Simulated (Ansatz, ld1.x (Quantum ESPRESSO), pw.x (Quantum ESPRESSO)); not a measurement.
## Equation-of-state test of one RRKJ potential (Mo (Z = 42))

| Property | Result |
| --- | --- |
| Element | Mo (Z = 42) |
| Generator | ld1.x (Quantum ESPRESSO) 7.5 |
| Type | norm-conserving RRKJ (Kleinman–Bylander form) |
| Functional | PBE |
| Relativity | scalar-relativistic |
| Frozen core | [Kr] |
| Valence charge | 6 |
| Reference configuration | 4d5 5s1 5p0 |
| Partial waves | 5p (bound, empty): rc 3.50 bohr; 4d (bound): rc 1.80 bohr; 5s (bound): rc 2.15 bohr |
| Local potential | the s channel |
| Core correction | none |
| rho0 | 0.02 |

Crystal test: bcc Mo in pw.x 7.5, no spin, 15³ k-points, Fermi–Dirac smearing 0.01 Ry, cutoffs 55/220 Ry. The reference is all-electron LAPW (Ansatz 0.2.0) with the same functional, mesh and smearing; V0 and B0 come from Birch–Murnaghan fits to the pressures at five volumes. Errors are pseudo minus all-electron; Δ is the rms difference of the E(V) curves that follow from these fits, minima aligned, over ±6 % about the mean V0. Mesh and smearing are coarse, so the numbers serve the comparison and aren't converged zero-temperature values; the lattice is a test structure that the element need not adopt.

All-electron: a0 = 3.162 Å (V0 = 15.80 Å³/atom), B0 = 259.2 GPa.

Question: How far does the potential miss the all-electron equation of state?

Answer: mean pressure error (GPa): +8.55; a0 (Å): 3.196; a0 error (%): +1.09; B0 error (%): -6.0; Δ (meV/atom): 28.7. The largest radius (3.50 bohr) exceeds half the bond length (2.59 bohr), so the spheres overlap, which is one possible source of error among others. This is a poor potential for the solid.

| V (Å³/atom) | P all-electron (GPa) | P pseudo (GPa) |
| --- | --- | --- |
| 15.012 | 14.82 | 24.42 |
| 15.407 | 6.93 | 15.95 |
| 15.802 | -0.00 | 8.50 |
| 16.197 | -6.08 | 1.94 |
| 16.592 | -11.41 | -3.82 |

Question: At the middle volume, how do free energy and pressure move when the wave cutoff is lowered (ecutrho kept at four times it)?

Answer:

```
cutoff (Ry)  shift of F (meV/atom)  shift of P (GPa)
         25                +1839.3            -74.47
         33                 +157.0            -11.53
         44                   +4.7             -0.21
```

The run at the middle volume (120 k-points, 7 iterations) took about 7.1 s on one core of a shared host (Neoverse-V1, 64 threads, 503 GiB, load 26).
